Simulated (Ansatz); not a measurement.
# BSiH₂ (doublet): wave-function methods side by side at scale of all distances = 0.881, cc-pVDZ

Aim: climb from Hartree-Fock through coupled cluster and multireference methods for BSiH₂ (doublet) at one geometry and basis, and see what each rung misses.

Program: Ansatz 0.2.0, Gaussian basis. Level of theory: cc-pVDZ, core rule «outside noble gas», up to 6 orbitals frozen. These are calculated values, not measurements.

Plan: UHF; CCSD(T) on ROHF; CCSD(T) on UHF; BCCD(T) on ROHF; CISD; CCSDT(Q) on ROHF; CCSDT(Q) on UHF; CASSCF and MRCISD+Q, 3 electrons in 3 orbitals; CASSCF and NEVPT2, 3 electrons in 3 orbitals; CASSCF and MRCISD+Q, 9 electrons in 10 orbitals; CASSCF and NEVPT2, 9 electrons in 10 orbitals.

14 further runs of the same task are left out: 1 for a mislabelled method, 9 that didn't finish, 4 set aside as unsound or not needed.

### Step 1. The system

The geometry derives from a PBE0/def2-TZVP stationary point (not a proven minimum). All distances are scaled together.

4 atoms, charge 0, spin multiplicity 2.

Atoms are counted from 1 here; the program's logs count them from 0.

Bond lengths: Si1–B2 1.721 Å, Si1–H3 1.322 Å, Si1–H4 1.322 Å. Angles: B2–Si1–H3 102.8°, B2–Si1–H4 102.8°, H3–Si1–H4 107.0°.

### Step 2. UHF

File in.yaml:

```yaml
crystal:
  periodic: [false, false, false]
  atoms:
    - {symbol: Si, position_ang: [-0.074886, 0.000000, 0.435468]}
    - {symbol: B, position_ang: [0.077945, -0.000001, -1.279085]}
    - {symbol: H, position_ang: [0.625311, -1.063224, 0.792641]}
    - {symbol: H, position_ang: [0.625312, 1.063225, 0.792639]}
basis:
  gaussian: {orbitals: cc-pVDZ}
magnetization: {spin_polarized: true, initial_magnetization: 1}
hamiltonian: {xc: hf}
output: {orbitals: {seedname: orbitals}}
```

Launch:

```sh
$ ansatz run in.yaml --threads 1 --pin off --events-out ev --progress --plain --max-ram 2393MiB
```

After this run come: CCSD(T) on ROHF; CCSD(T) on UHF; BCCD(T) on ROHF; CISD; CCSDT(Q) on ROHF; CCSDT(Q) on UHF; CASSCF and MRCISD+Q, 3 electrons in 3 orbitals; CASSCF and NEVPT2, 3 electrons in 3 orbitals; CASSCF and MRCISD+Q, 9 electrons in 10 orbitals; CASSCF and NEVPT2, 9 electrons in 10 orbitals.

Before running them: what should the planned runs give, taken together? Wanted: RCCSDT(Q) below the RHF energy; RMP2 from RCCSDT(Q); UMP2 from RCCSDT(Q); RCCSD from RCCSDT(Q); RCCSD(T) from RCCSDT(Q); UCCSD(T) from RCCSDT(Q); UCCSDT(Q) from RCCSDT(Q); NEVPT2 pair from RCCSDT(Q); MRCISD+Q pair from RCCSDT(Q).

As calculated:

```
                         quantity                      value
   RCCSDT(Q) below the RHF energy                 -5.5446 eV
              RMP2 from RCCSDT(Q)                +1286.3 meV
              UMP2 from RCCSDT(Q)                +1701.6 meV
             RCCSD from RCCSDT(Q)                 +288.0 meV
          RCCSD(T) from RCCSDT(Q)                  +58.0 meV
          UCCSD(T) from RCCSDT(Q)                  +84.8 meV
         UCCSDT(Q) from RCCSDT(Q)                   -4.5 meV
       NEVPT2 pair from RCCSDT(Q)                +1140.1 meV
     MRCISD+Q pair from RCCSDT(Q)                  +74.4 meV
    NEVPT2 valence from RCCSDT(Q)                 +823.7 meV
levels within 1 kcal/mol (43 meV)  RCCSDT, UCCSDT, UCCSDT(Q)
                    T1 diagnostic                      0.035
   effectively unpaired electrons                       1.15
```

**Reading.** RCCSD(T) misses by +58.0 meV, 1.0 % of the correlation energy. CCSD(T) misses by +58.0 meV on the restricted determinant and by +84.8 meV on the unrestricted one; the two need not hold the same state or core. One determinant dominates. Of the multireference levels listed MRCISD+Q valence comes nearest in total energy (+52.5 meV), which doesn't show that its space is the better one. Coupled cluster took another determinant than the lowest Hartree-Fock one. These misses are within one basis, not against nature; the frozen cores of restricted and unrestricted runs differ, which can shift their rows.
